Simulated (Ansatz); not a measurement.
**SnBr₂ (Pnma, No. 62; cell taken from a computed entry)**

Method: PBEsol in Ansatz (PAW).

Numerical settings: plane-wave cutoff 520 eV, 4×8×4 k mesh (along the axes of the cell as run), Fermi–Dirac smearing 0.01 eV, scalar-relativistic PAW data made under PBE.

Cell (relaxed at this level):

```cif
data_Br8Sn4
_chemical_formula_sum 'Sn4 Br8'
_space_group_name_H-M_alt 'Pnma'
_space_group_IT_number 62
_space_group_name_Hall '-P 2ac 2n'
_cell_length_a 8.07868
_cell_length_b 4.15295
_cell_length_c 10.91955
_cell_angle_alpha 90.000
_cell_angle_beta 90.000
_cell_angle_gamma 90.000
loop_
_atom_site_label
_atom_site_type_symbol
_atom_site_symmetry_multiplicity
_atom_site_Wyckoff_symbol
_atom_site_fract_x
_atom_site_fract_y
_atom_site_fract_z
_atom_site_occupancy
Sn1 Sn 4 c 0.13353 0.75000 0.15702 1
Br1 Br 4 c 0.17938 0.25000 0.95541 1
Br2 Br 4 c 0.47484 0.25000 0.20008 1
```

For SnBr₂ (Pnma, No. 62; cell taken from a computed entry), the band gap is 2.10 eV (on the SCF k mesh).

Note: the relaxation could not lower the start's symmetry, so the cell can be a saddle point above a distorted one.

Spin–orbit coupling is not included.

Cost on a shared machine: roughly 17 core-minutes.

Ansatz is a first-principles code.
